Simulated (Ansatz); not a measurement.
# C₃H₇NO: up Jacob's ladder to CCSD(T)

An exercise on one series of results from a longer session: the logs are not shown, and one member is left open.

Computed with Ansatz 0.2.0, Gaussian basis. Level: functionals in def2-TZVPP, the program's frozen cores in correlated methods.

The runs, in order: LDA (SPW92), PBE-D4, revPBE-D4, BLYP-D4, r2SCAN-D4, B97M-V, PBE0-D4, B3LYP-D4, r2SCANh-D4, r2SCAN0-D4, HSE06-D4, BHLYP-D4, CAM-B3LYP-D4, LC-ωPBE, ωB97X-V, ωB97M-V, B2PLYP, PBE-QIDH; CCSD(T)/def2-SVP; CCSD(T)/def2-TZVPP; MP2/def2-QZVPP; extrapolation to the limit; RPA on PBE.

### The relaxed structure

An earlier PBE0-D4 in a triple-zeta def2 set relaxation fixed the geometry.

SMILES `CO/C=C/N`, 12 atoms, charge 0, spin multiplicity 1.

Atoms are counted from 1 here; the program's logs count them from 0.

Bond lengths: C1–O2 1.401 Å, C1–H6 1.089 Å, C1–H7 1.097 Å, C1–H8 1.097 Å, O2–C3 1.357 Å, C3–C4 1.333 Å, C3–H9 1.085 Å, C4–N5 1.405 Å, C4–H10 1.083 Å, N5–H11 1.011 Å, N5–H12 1.011 Å. Angles: O2–C1–H6 106.8°, O2–C1–H7 111.3°, O2–C1–H8 111.3°, H6–C1–H7 109.4°, H6–C1–H8 109.3°, H7–C1–H8 108.7°, C1–O2–C3 116.2°, O2–C3–C4 127.5°, O2–C3–H9 110.8°, C4–C3–H9 121.7°, C3–C4–N5 124.2°, C3–C4–H10 121.3°, N5–C4–H10 114.2°, C4–N5–H11 112.8°, C4–N5–H12 112.9°, H11–N5–H12 109.3°.

The first run:

File in.yaml:

```yaml
crystal:
  periodic: [false, false, false]
  atoms:
    - {symbol: C, position_ang: [-0.655509, 0.812438, 1.646883]}
    - {symbol: O, position_ang: [-0.005432, 1.458402, 0.586678]}
    - {symbol: C, position_ang: [0.359088, 0.674264, -0.459559]}
    - {symbol: C, position_ang: [0.131297, -0.630466, -0.614352]}
    - {symbol: N, position_ang: [0.412308, -1.348136, -1.788625]}
    - {symbol: H, position_ang: [-0.874337, 1.574537, 2.393438]}
    - {symbol: H, position_ang: [-1.592758, 0.347498, 1.315448]}
    - {symbol: H, position_ang: [-0.017927, 0.039141, 2.094053]}
    - {symbol: H, position_ang: [0.862578, 1.259967, -1.221995]}
    - {symbol: H, position_ang: [-0.374097, -1.208601, 0.149978]}
    - {symbol: H, position_ang: [0.886303, -2.222300, -1.608726]}
    - {symbol: H, position_ang: [0.945386, -0.811844, -2.459119]}
basis:
  gaussian: {orbitals: def2-TZVPP}
hamiltonian: {xc: lda}
output: {orbitals: {seedname: orbitals}}
```

Started as:

```bash
ansatz run in.yaml --threads 4 --pin off --events-out ev --progress --plain --max-ram 10444MiB
```

Steps of the session up to this table: LDA; PBE-D4 (GGA); revPBE-D4 (GGA); BLYP-D4 (GGA); r2SCAN-D4 (meta-GGA); B97M-V (meta-GGA); PBE0-D4 (hybrid); B3LYP-D4 (hybrid); r2SCANh-D4 (hybrid); r2SCAN0-D4 (hybrid); HSE06-D4 (hybrid); BHLYP-D4 (hybrid); CAM-B3LYP-D4 (range-separated); LC-ωPBE (range-separated); ωB97X-V (range-separated); ωB97M-V (range-separated); B2PLYP (double hybrid); PBE-QIDH (double hybrid).

One table of the session follows, with a row left open; its other results are not shown here.

It belongs to the step «Orbital energies across the functionals». 

```
  functional  HOMO (eV)  LUMO (eV)  gap (eV)
 LDA (SPW92)      -4.44       0.18      4.62
      PBE-D4      -4.27       0.35      4.61
   revPBE-D4      -4.20       0.40      4.60
     BLYP-D4      -4.15       0.30      4.46
   r2SCAN-D4      -4.45       0.68      5.13
      B97M-V      -4.55       0.59      5.14
     PBE0-D4      -5.46       1.19      6.65
    B3LYP-D4      -5.27       0.82      6.09
  r2SCANh-D4      -4.91       1.04      5.95
  r2SCAN0-D4          ?          ?         ?
    HSE06-D4      -5.06       0.82      5.89
    BHLYP-D4      -6.57       1.76      8.33
CAM-B3LYP-D4      -6.80       1.93      8.73
     LC-ωPBE      -8.09       3.26     11.35
     ωB97X-V      -7.75       3.07     10.82
     ωB97M-V      -7.69       2.58     10.27
```

**Question.** Estimate the row for r2SCAN0-D4.

Worked estimate for «HOMO (eV)». Against the share of exact exchange, r2SCAN-D4 (0, -4.45), r2SCANh-D4 (0.1, -4.91) give a slope of -4.60 per unit share; at 0.25 the line stands at -5.60.

**Answer.** HOMO (eV): -5.60; LUMO (eV): 1.57; gap (eV): 7.17. In «HOMO (eV)» the line misses by 0.00.
